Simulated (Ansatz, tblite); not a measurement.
Potential energy curve for CH, doublet. Each curve is given relative to its own lowest point near equilibrium.

```tsv
R / Å	A	B	C
0.90	105.6	111.2	95.2
0.94	64.8	69.7	56.6
1.00	25.5	29.1	20.7
1.05	8.0	10.3	5.5
1.07	4.0	5.7	2.3
1.13	0.0	0.0	0.0
1.16	1.7	0.8	2.1
1.20	6.8	4.7	7.6
1.24	14.6	11.2	15.4
1.28	24.5	19.9	25.0
1.37	51.5	44.6	51.2
1.53	107.0	97.9	106.3
1.71	167.9	160.5	172.2
1.87	214.9	212.6	228.4
1.99	244.5	247.8	267.4
2.21	285.6	296.5	329.9
2.49	316.9	328.8	391.7
2.80	333.1	344.0	438.6
3.03	338.6	349.0	—
3.37	342.4	352.3	—
3.95	344.4	354.0	—
4.58	344.9	354.4	—
```

Energies in kJ/mol.

Which curve belongs to which method? The methods are full CI/aug-cc-pVTZ, frozen core (Ansatz, a quantum-chemistry and plane-wave program); GFN2-xTB, 300 K electronic temperature in tblite 0.5.0; Ansatz with unrestricted PBE/aug-cc-pVTZ.

A is FCI; B is UKS-PBE; C is GFN2-xTB.

Dashes: no converged value, or the column stops at the first point that the program doubted or that broke a chosen test of continuity, which isn't proof of a fault.

The unrestricted determinant behind UKS-PBE is spin-contaminated at 0.90 to 1.07, 2.21 to 4.58 Å (<S²> up to 1.8, against 0.75 for a pure doublet).
